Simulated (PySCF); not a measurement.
S: ionisation energy

S [Ne] 3s2 3p4 (3P) → S⁺ [Ne] 3s2 3p3 (4S), as a difference of total energies. All numbers are calculated (PySCF 2.14, scalar relativity by spin-free X2C-1e, in dyall-acv3z (19s12p6d4f, 113 functions)). Correlated levels: valence: [Ne] frozen; virtual orbitals above 40 to 60 times the deepest correlated orbital energy dropped. The calculations carry no spin-orbit coupling.

```tsv
method	ionisation energy (eV)
UHF	9.221
MP2 (valence)	9.998
SCS-MP2 (valence)	10.082
CCSD (valence)	10.105
CCSD(T) (valence)	10.146
```

A first-order spin-orbit estimate (lowest level to lowest level, LS coupling) adds 0.023 eV.

Errors of the correlated levels include the incompleteness of this basis and the frozen core.

Task: Which method comes closest to the reference value, and which is furthest?

Result: The reference is 10.360 eV (measured; NIST Atomic Spectra Database, ionization energies). Closest: CCSD(T) (valence) (error -0.190 eV); furthest: UHF (error -1.116 eV), both after the spin-orbit estimate.
